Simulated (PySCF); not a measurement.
Isomers of C2H2F2O, mass 80.007 u with the commonest isotopes. The calculation used PBE0-D3(BJ)/def2-SVP geometry optimisation, gas phase (PySCF 2.14.0). One conformer each, none proved a minimum here; rigid rotors.

**Question.** Order these by rotational constant A, smallest first.
A. `F[C@@H]1O[C@@H]1F`
B. `FC1(F)CO1`
C. `[O:1]=[CH:2][CH:3]([F:4])[F:5]` with O1–C2–C3–F4 -120°

**Answer.** B (7998 MHz), A (9262 MHz), C (9451 MHz).

**Question.** Order these by radius of gyration √(Σ m r²/M), largest first.
A. `[O:1]=[CH:2][CH:3]([F:4])[F:5]` with O1–C2–C3–F4 -120°
B. `F[C@@H]1O[C@@H]1F`
C. `FC1(F)CO1`

**Answer.** A (1.479 Å), B (1.328 Å), C (1.275 Å).

**Question.** Order these by out-of-plane moment Σ m c² = (Ia + Ib − Ic)/2, largest first.
A. `[O:1]=[CH:2][CH:3]([F:4])[F:5]` with O1–C2–C3–F4 -120°
B. `FC1(F)CO1`
C. `F[C@@H]1O[C@@H]1F`

**Answer.** B (17.13 u·Å²), C (10.86 u·Å²), A (8.15 u·Å²).

```
           SMILES  point group  Ia (u·Å²)  Ib (u·Å²)  Ic (u·Å²)      κ  μa (D)  μb (D)  μc (D)
         O=CC(F)F            –      53.47     129.69     166.86  -0.73    0.46    0.04    0.11
        FC1(F)CO1           Cs      63.18      83.96     112.87  -0.12    1.33    0.00    1.84
F[C@@H]1O[C@@H]1F           Cs      54.56      97.47     130.32  -0.51    0.01    1.15    2.40
```
